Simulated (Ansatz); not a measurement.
A calculation with Ansatz (development build ahead of 0.2.0).

```yaml
crystal:
  periodic: [false, false, false]
  atoms:
    - { symbol: C, position_ang: [0.0, 0.01452, -0.63502] }
    - { symbol: C, position_ang: [0.0, -0.03876, 0.7272] }
    - { symbol: H, position_ang: [0.85905, 0.01359, 1.24729] }
    - { symbol: H, position_ang: [-0.85905, 0.01359, 1.24729] }
    - { symbol: H, position_ang: [0.0, 0.97526, -0.98072] }
    - { symbol: H, position_ang: [0.82012, -0.4285, -1.03347] }
    - { symbol: H, position_ang: [-0.82012, -0.4285, -1.03347] }
basis:
  gaussian: { orbitals: cc-pVDZ }
magnetization:
  spin_polarized: true
  initial_magnetization: 1
hamiltonian:
  xc: hf
```

The input is written out in the form of the current development build from the run's settings.

Output:

```json
{
 "Converged": "yes",
 "Total energy": "-78.56545 hartree",
 "Spin squared of the determinant": "0.760"
}
```
